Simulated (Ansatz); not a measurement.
The same path of H4Si + HS (7 atoms, charge 0, multiplicity 2) was run twice with different band settings. Lost on the way: H1–Si2. Made: H1–S3.

Level of theory: UKS B3LYP-D4/def2-mTZVP (Ansatz 0.2.0).

Relaxed end points:

```xyz
7
Properties=species:S:1:pos:R:3
H 0.126 -0.155 -0.389
Si -0.314 -0.369 1.020
S 0.873 0.263 -2.686
H -0.485 -1.821 1.251
H -1.599 0.337 1.232
H 0.718 0.176 1.932
H 0.680 1.568 -2.359
```

```xyz
7
Properties=species:S:1:pos:R:3
H 0.437 -0.031 -1.341
Si -0.396 -0.406 1.281
S 0.839 0.260 -2.610
H -0.554 -1.868 1.464
H -1.683 0.308 1.454
H 0.657 0.146 2.165
H 0.698 1.591 -2.412
```

Common settings: movable images 7; climbing image yes; spring 5.0 eV/Å²; optimiser quadratic models (default); start path through a guess of the saddle point; iteration limit 60; end points relaxed.

| run | force threshold |
| --- | --- |
| 1 | 0.05 eV/Å |
| 2 | 0.2 eV/Å |

Task: What does each run give, and how far can it be trusted?

Result: Run 1: converged after 7 iterations, highest image 0.229 eV above the first end. A vibrational analysis at the climbing image gives one clearly imaginary mode, 556i cm⁻¹, and a faint second one (40i cm⁻¹) that may be numerical noise or a soft torsion: probably a first-order saddle point.
Run 2: converged after 6 iterations, highest image 0.229 eV above the first end. The threshold of 0.2 eV/Å is loose, so the images may lie well off the minimum-energy path. Another band between the same ends (7 images) ends at a top of the same energy, where a vibrational analysis finds 1 clearly imaginary mode.
